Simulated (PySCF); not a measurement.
All values below come from PBE0-D4/def2-TZVP (PySCF). All species are isolated molecules in the gas phase. Delta-SCF ions had no search for a lower state. Excitations are Tamm–Dancoff values on a coarser integration grid. The basis has no diffuse functions, so Rydberg states are missing or too high.

Reference species (SMILES): `[F][Al]([F])[F]` (neutral, multiplicity 1).

- brightest of the four lowest singlets (TDA) = 9.27 eV
- T1 excitation (TDA) = 8.24 eV
- LUMO = -1.49 eV
- vertical ionisation energy (Delta-SCF) = 14.38 eV

Changed species: `[F][Al]([F])[SiH3]` (1 of 3 F replaced by SiH3; the reference has 0 of 3 F replaced by SiH3).

What does the change do to the brightest of the four lowest singlets (TDA), T1 excitation (TDA), LUMO and vertical ionisation energy (Delta-SCF)?

the brightest of the four lowest singlets (TDA) falls by 2.13 eV, to 7.14 eV; the T1 excitation (TDA) falls by 3.47 eV, to 4.77 eV; the LUMO rises by 0.02 eV, to -1.47 eV; the vertical ionisation energy (Delta-SCF) falls by 3.48 eV, to 10.90 eV.
